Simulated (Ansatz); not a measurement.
**PF2+ (quintet): wave-function methods side by side, def2-TZVPP**

An exercise on one series of results from a longer session: the logs are not shown, and one member is left open.

The runs use Ansatz 0.2.0, Gaussian basis; def2-TZVPP, core rule «outside noble gas», up to 7 orbitals frozen.

The runs, in order: UHF; ROHF; CCSD(T) on UHF.

### The geometry

The geometry is a PBE0/def2-TZVP stationary point (not a proven minimum) of the parent state, kept for this charge and spin.

3 atoms, charge 1, spin multiplicity 5.

Atoms are counted from 1 here; the program's logs count them from 0.

Bond lengths: F1–P2 1.636 Å, P2–F3 1.636 Å. Angles: F1–P2–F3 180.0°.

Set-up of the first run:

Input file in.yaml:

```yaml
crystal:
  periodic: [false, false, false]
  atoms:
    - {symbol: F, position_ang: [0.000000, 0.000000, 1.635900]}
    - {symbol: P, position_ang: [0.000000, 0.000000, 0.000000]}
    - {symbol: F, position_ang: [0.000000, 0.000000, -1.635900]}
basis:
  gaussian: {orbitals: def2-TZVPP}
total_charge: 1
magnetization: {spin_polarized: true, initial_magnetization: 4}
hamiltonian: {xc: hf}
output: {orbitals: {seedname: orbitals}}
```

On the command line:

```
$ ansatz run in.yaml --threads 1 --pin off --events-out ev --progress --plain --max-ram 4096MiB --backend cpu
```

Steps of the session up to this table: UHF; ROHF; CCSD(T) on UHF.

One of the session's tables, all rows but one given; the rest of the session is left out.

```
  method  from UCCSD(T) (meV)
    ROHF                    ?
     UHF             +15130.5
    UMP2              +1074.3
   UCCSD               +443.4
UCCSD(T)                    0
```

Q: Estimate the row for ROHF from the others.

**Answer.** from UCCSD(T) (meV): +15450.2. In the column «from UCCSD(T) (meV)» it is the highest.
